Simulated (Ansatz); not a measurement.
**AlH3 (singlet): from Hartree-Fock to the top rungs, aug-cc-pVDZ**

An exercise on one series of results from a longer session: the logs are not shown, and one member is left open.

Program: Ansatz 0.2.0, Gaussian basis. Level of theory: aug-cc-pVDZ, core rule «outside noble gas», up to 5 orbitals frozen. These are calculated values, not measurements.

The runs, in order: UHF; CCSD(T) on RHF; BCCD(T) on RHF; CISD; CCSDT(Q) on RHF.

20 further runs of the same task are left out: 3 for a known fault of the program, 5 that didn't finish, 12 set aside as unsound or not needed.

## What is computed

The geometry is a PBE0/def2-TZVPD stationary point (not a proven minimum) of the parent state, kept for this charge and spin.

4 atoms, charge 0, spin multiplicity 1.

Atoms are counted from 1 here; the program's logs count them from 0.

Bond lengths: Al1–H2 1.640 Å, Al1–H3 1.640 Å, Al1–H4 1.640 Å. Angles: H2–Al1–H3 110.9°, H2–Al1–H4 110.9°, H3–Al1–H4 110.9°.

Set-up of the first run:

Input file in.yaml:

```yaml
crystal:
  periodic: [false, false, false]
  atoms:
    - {symbol: Al, position_ang: [0.000089, -0.000115, -0.050932]}
    - {symbol: H, position_ang: [1.559162, 0.012743, 0.457166]}
    - {symbol: H, position_ang: [-0.790913, 1.346129, 0.450047]}
    - {symbol: H, position_ang: [-0.770631, -1.355790, 0.456190]}
basis:
  gaussian: {orbitals: aug-cc-pVDZ}
magnetization: {spin_polarized: true, initial_magnetization: 0}
hamiltonian: {xc: hf}
output: {orbitals: {seedname: orbitals}}
```

On the command line:

```
$ ansatz run in.yaml --threads 1 --pin off --events-out ev --progress --plain --max-ram 2393MiB
```

Steps of the session up to this table: UHF; CCSD(T) on RHF; BCCD(T) on RHF; CISD; CCSDT(Q) on RHF.

One table of the session follows, with a row left open; its other results are not shown here.

It belongs to the step «Misses and costs». 

| method | from RCCSDT(Q) (meV) |
| --- | --- |
| RHF | +3034.0 |
| RMP2 | +777.9 |
| CISD | ? |
| RCCSD | +56.8 |
| RCCSD(T) | +14.8 |
| BCCD(T) | +14.7 |
| RCCSDT | +0.9 |
| RCCSDT(Q) | 0 |

**Question.** Estimate the row for CISD.

As computed: from RCCSDT(Q) (meV): +176.5. In the column «from RCCSDT(Q) (meV)» it lies between RCCSD (+56.8) and RMP2 (+777.9).
